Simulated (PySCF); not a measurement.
```xyz
3
charge 0 multiplicity 1, angstrom
Mg    0.0000    0.0000    0.0000
F     0.0000    0.0000    1.7644
F     0.0000    0.0000   -1.7644
```

All numbers come from PBE in PySCF with Mg def2-TZVP, F def2-TZVP; no relativity; density-fitted integrals.

This geometry of MgF2 is a stationary point at this level.

**Question.** What is the point group?

**Answer.** D∞h.

**Question.** Is it a minimum?

**Answer.** Yes: all harmonic wavenumbers are real.

**Question.** Give the atomic charges and bond orders.

**Answer.** 
| atom | Mulliken | Löwdin | polar tensor | Mayer order to Mg1 |
| --- | --- | --- | --- | --- |
| Mg1 | 1.06 | 0.69 | 1.38 | – |
| F2,3 | -0.53 | -0.34 | -0.69 | 0.84 |

**Question.** Give the ideal-gas entropy at 298.15 K and 1 bar by parts.

**Answer.** translation 160.3, rotation 63.1, vibration 25.4, spin 0.0; total 248.8 J/(mol K).

**Question.** What is the atomisation energy, with and without zero-point energy?

**Answer.** 1031 kJ/mol without, 1021 kJ/mol with.
